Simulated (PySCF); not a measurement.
**C₆H₁₀: geometry, NMR shifts, spin-spin couplings, electronic excitations and core binding energies**

Wanted: the NMR shifts, spin-spin couplings, electronic excitations and core binding energies of C₆H₁₀ (`C=C(C)/C=C\C`), by calculation.

The runs use PySCF 2.14.0, with density-fitted response routines of our own; the level of theory stands in each step. All values are computed, except where a source is named. Atoms are numbered from 0 throughout.

## Step 1: Starting geometry

16 atoms, charge 0, multiplicity 1; geometry from: MMFF94s.

Bonds of the start (Å): C0–C1 1.35, C1–C2 1.50, C1–C3 1.46, C3–C4 1.34, C4–C5 1.49, C0–H6 1.09, C0–H7 1.09, C2–H8 1.09, C2–H9 1.10, C2–H10 1.09, C3–H11 1.09, C4–H12 1.09, C5–H13 1.09, C5–H14 1.10, C5–H15 1.09.

## Step 2: Optimising the geometry at PBE0-D3(BJ)/def2-SVP

The job: settings as JSON, then the geometry in Å.

```
{"job": {"xc": "PBE0", "basis": "def2-SVP", "d3": "d3bj", "grid": 1, "kind": "geom"}, "charge": 0, "multiplicity": 1}
C     -1.959568     0.545191     1.318428
C     -0.940949     0.215508     0.504183
C     -1.227301    -0.479145    -0.796915
C      0.418120     0.566868     0.892370
C      1.596733     0.316003     0.298907
C      1.893410    -0.451177    -0.945832
H     -1.805481     1.055246     2.264488
H     -2.988386     0.309920     1.062577
H     -0.800763     0.072613    -1.640351
H     -2.303900    -0.558842    -0.988131
H     -0.832790    -1.499452    -0.788590
H      0.482327     1.142034     1.819225
H      2.482745     0.716309     0.792507
H      1.637644     0.132333    -1.834563
H      2.966460    -0.667622    -0.992469
H      1.381701    -1.415787    -0.965835
```

The run is started by

```bash
$ OMP_NUM_THREADS=1 python probes_run.py task.json out
```

One launch serves the whole session: the jobs run in the order shown.

**Question.** This job is followed by: GIAO PBE0/pcSseg-1 NMR shielding, non-relativistic, gas phase; B3LYP/pcJ-1 indirect spin-spin coupling, non-relativistic, gas phase; TDDFT wB97X-D/def2-SVPD, vertical, gas phase, core orbitals frozen in the response; GIAO KT2/pcSseg-2 NMR shielding, non-relativistic, gas phase; delta-SCF UKS SCAN, pcX-2 on the ionised atom, pcseg-1 elsewhere, spin-free X2C. What will the session give for the following? point group; rotational constants (main isotopes); 13C shifts against TMS (PBE0/pcSseg-1); 1H shifts against TMS (PBE0/pcSseg-1, means over atoms taken as alike); largest coupling of the table (B3LYP/pcJ-1); lowest singlet (wB97X-D/def2-SVPD); lowest triplet; vertical ionisation energy (ΔSCF); range of the shift of C0; property runs in this session.

The runs gave:

| quantity | value |
| --- | --- |
| point group | C1 |
| rotational constants (main isotopes) | 6.66, 2.39, 1.80 GHz |
| 13C shifts against TMS (PBE0/pcSseg-1) | 151.4, 141.3, 132.2, 125.8, 24.8, 16.4 ppm |
| 1H shifts against TMS (PBE0/pcSseg-1, means over atoms taken as alike) | 6.05, 5.56, 5.15, 5.09, 2.07, 1.96 ppm |
| largest coupling of the table (B3LYP/pcJ-1) | 1J(C,H) C0–H7, 167.1 Hz |
| lowest singlet (wB97X-D/def2-SVPD) | 5.61 eV (221 nm), f = 0.644 |
| lowest triplet | 3.19 eV |
| vertical ionisation energy (ΔSCF) | 8.27 eV |
| range of the shift of C0 | 118.0 to 125.8 ppm |
| property runs in this session | 5, of which 1 failed and 0 gave unsound results |

The optimisation took 5 steps and gained 0.032 eV; among the close pairs (by a distance rule), C5–H13 changed most, from 1.093 to 1.104 Å. At PBE0/pcSseg-1: The largest span, 241 ppm, is at C1, where the paramagnetic term is -226 ppm. Of the pairs tabulated at B3LYP/pcJ-1, C0–H7 couples most strongly (167.1 Hz; Fermi contact 166.0 Hz). Couplings across rotatable bonds belong to this one conformer; where others are populated, the observed values are averages. The first singlet state (HOMO→LUMO 0.98) lies at 5.61 eV and is bright. The lowest triplet lies 2.42 eV below the lowest singlet (triplets in Tamm-Dancoff, singlets in full TDDFT). At wB97X-D/def2-SVPD, the highest states lie near or above the ionisation energy, where they hang on the basis. The orbital energy would give 8.12 eV for ionisation, ΔSCF gives 8.27 eV. In ppm, C0 moves most: its shift spreads over 7.8 ppm, from 118.0 (KT2/pcSseg-2) to 125.8 (PBE0/pcSseg-1).
